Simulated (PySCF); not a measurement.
Molecule: `C=C(F)F`, C$_{2}$H$_{2}$F$_{2}$.

Cartesian coordinates in Å; atom numbers follow the order of the lines, from 1:
```xyz
6

C     0.643   -0.349   -0.044
C    -0.519    0.281    0.036
F    -1.686   -0.306    0.137
F    -0.670    1.583    0.025
H     1.563    0.227   -0.125
H     0.669   -1.436   -0.028
```

Geometry PBE0-D3(BJ)/def2-SVP throughout; GIAO in PySCF 2.14.0 with density-fitted response routines, gas phase, one conformer, non-relativistic; equivalent atoms averaged; functional PBE0.

Problem. How do the absolute shieldings σ depend on the basis set? (ppm; last column core-seconds on 1 thread of an Arm Neoverse V1, shared host)

Solution. 
```csv
basis set,functions,C2,C1,F3/F4,H5/H6,core-s
STO-3G,22,109.3,165.2,329.9,29.00,1
6-31G,40,40.0,131.2,260.4,28.69,1.8
pcSseg-0,40,10.0,116.6,252.3,28.76,1.8
6-31G*,60,39.6,133.7,271.8,28.60,2.3
def2-SVP,66,33.5,132.7,275.0,27.80,2.4
cc-pVDZ,66,36.8,135.4,269.3,27.77,2.7
pcSseg-1,78,13.8,118.5,250.5,27.39,3.1
aug-cc-pVDZ,110,35.0,134.6,271.2,27.52,4.3
"6-311+G(2d,p)",120,17.8,122.4,256.8,27.76,4.5
def2-TZVP,136,16.1,123.1,255.5,27.75,5.5
cc-pVTZ,148,18.2,124.5,255.5,27.57,6.1
IGLO-III,160,10.3,117.7,254.0,27.58,6.6
pcSseg-2,172,9.2,117.7,254.4,27.39,7
```

Problem. Which nucleus moves most, in ppm?

Solution. C2 (fully substituted alkene carbon): from 9.2 ppm with pcSseg-2 to 109.3 ppm with STO-3G. The smallest spread is 1.61 ppm, at H5/H6. Proton shifts span only some 12 ppm, so a few tenths of a ppm matter as much there as several ppm in carbon.

Problem. Taking the largest basis, pcSseg-2 (172 functions), as the yardstick, rank the others by their worst heavy-atom deviation.

Solution. IGLO-III 1.1 ppm (160 functions), pcSseg-0 2.1 ppm (40 functions), pcSseg-1 4.6 ppm (78 functions), def2-TZVP 6.9 ppm (136 functions), 6-311+G(2d,p) 8.7 ppm (120 functions), cc-pVTZ 9.0 ppm (148 functions), def2-SVP 24.3 ppm (66 functions), aug-cc-pVDZ 25.8 ppm (110 functions), cc-pVDZ 27.6 ppm (66 functions), 6-31G* 30.4 ppm (60 functions), 6-31G 30.8 ppm (40 functions), STO-3G 100.1 ppm (22 functions).

A small basis that lands close on one nucleus may do so by chance; judge by the trend and by all nuclei.
